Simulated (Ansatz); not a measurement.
Start from Au in the fcc (Cu type) structure (space group Fm-3m, No. 225; a = 4.1572 Å).

Levels (all Ansatz, a program for electronic structure, PAW): PBE (420 eV, no spin-orbit coupling); r2SCAN (500 eV, scalar-relativistic without spin-orbit coupling).

Levels that relaxed their own cell: PBE and r2SCAN.

```tsv
level	lattice parameter a
PBE	4.157 Å
r2SCAN	4.124 Å
```

Measured: lattice parameter a 4.062 Å (static lattice; corrected from measurement; as listed in Daniel Mejia-Rodriguez, S. B. Trickey, Phys. Rev. B (2018)).

Computed minus measured — lattice parameter a: PBE +2.3 %, r2SCAN +1.5 % (closest: r2SCAN).

Stability against distortions was not tested.
